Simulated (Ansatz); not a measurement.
# PS₂ (quartet): wave-function methods side by side, cc-pVDZ

Aim: climb from Hartree-Fock through coupled cluster and multireference methods for PS₂ (quartet) at one geometry and basis, and see what each rung misses.

Program: Ansatz 0.2.0, Gaussian basis. Level of theory: cc-pVDZ, core rule «outside noble gas», up to 15 orbitals frozen. These are calculated values, not measurements.

Plan: UHF; CCSD(T) on ROHF; CCSD(T) on UHF; BCCD(T) on ROHF; CISD as a restricted active space (open shells left free, so some higher excitations enter); CCSDT(Q) on ROHF; CCSDT(Q) on UHF; CASSCF and MRCISD+Q, 13 electrons in 10 orbitals; CASSCF and NEVPT2, 13 electrons in 10 orbitals.

18 further runs of the same task are left out: 5 that didn't finish, 13 set aside as unsound or not needed. Runs told in other sessions of the task aren't counted.

## 1. The geometry

The geometry is a PBE0/def2-TZVP stationary point (not a proven minimum) of the parent state, kept for this charge and spin.

3 atoms, charge 0, spin multiplicity 4.

Atoms are counted from 1 here; the program's logs count them from 0.

Bond lengths: S1–P2 1.911 Å, P2–S3 1.911 Å. Angles: S1–P2–S3 132.6°.

Geometry (Å):

```
S     0.00000   -0.25002    1.75040
P     0.00000    0.51766    0.00000
S     0.00000   -0.25002   -1.75040
```

## 2. UHF

Input file in.yaml:

```yaml
crystal:
  periodic: [false, false, false]
  atoms:
    - {symbol: S, position_ang: [0.000000, -0.250020, 1.750402]}
    - {symbol: P, position_ang: [0.000000, 0.517658, 0.000000]}
    - {symbol: S, position_ang: [0.000000, -0.250020, -1.750402]}
basis:
  gaussian: {orbitals: cc-pVDZ}
magnetization: {spin_polarized: true, initial_magnetization: 3}
hamiltonian: {xc: hf}
output: {orbitals: {seedname: orbitals}}
```

Command:

```bash
$ ansatz run in.yaml --threads 1 --pin off --events-out ev --progress --plain --max-ram 2393MiB
```

Further steps of the session: CCSD(T) on ROHF; CCSD(T) on UHF; BCCD(T) on ROHF; CISD as a restricted active space (open shells left free, so some higher excitations enter); CCSDT(Q) on ROHF; CCSDT(Q) on UHF; CASSCF and MRCISD+Q, 13 electrons in 10 orbitals; CASSCF and NEVPT2, 13 electrons in 10 orbitals.

**Question.** What will the summary of the whole plan be? Wanted: UCCSDT(Q) from the RHF energy; RMP2 from UCCSDT(Q); UMP2 from UCCSDT(Q); RCCSD from UCCSDT(Q); RCCSD(T) from UCCSDT(Q); UCCSD(T) from UCCSDT(Q); RCCSDT(Q) from UCCSDT(Q); NEVPT2 valence from UCCSDT(Q); MRCISD+Q valence from UCCSDT(Q).

As calculated:

```
                         quantity                      value
    UCCSDT(Q) from the ROHF energy                -10.6818 eV
              RMP2 from UCCSDT(Q)            +33.06 kcal/mol
              UMP2 from UCCSDT(Q)            +35.85 kcal/mol
             RCCSD from UCCSDT(Q)            +11.33 kcal/mol
          RCCSD(T) from UCCSDT(Q)             +1.87 kcal/mol
          UCCSD(T) from UCCSDT(Q)             +1.93 kcal/mol
         RCCSDT(Q) from UCCSDT(Q)             +0.06 kcal/mol
    NEVPT2 valence from UCCSDT(Q)            +37.49 kcal/mol
  MRCISD+Q valence from UCCSDT(Q)             +3.51 kcal/mol
levels within 1 kcal/mol (43 meV)  RCCSDT, UCCSDT, RCCSDT(Q)
                    T1 diagnostic                      0.036
   effectively unpaired electrons                       3.03
```

**Reading.** RCCSD(T) lands +1.87 kcal/mol from the yardstick (0.8 % of the correlation energy). One determinant dominates. Of the multireference levels listed MRCISD+Q valence comes nearest in total energy (+3.51 kcal/mol), which doesn't show that its space is the better one. Coupled cluster took another determinant than the lowest Hartree-Fock one. These misses are within one basis, not against nature; the frozen cores of restricted and unrestricted runs differ, which can shift their rows.

With open shells the CI space here admits some higher excitations, so it is larger than plain CISD.
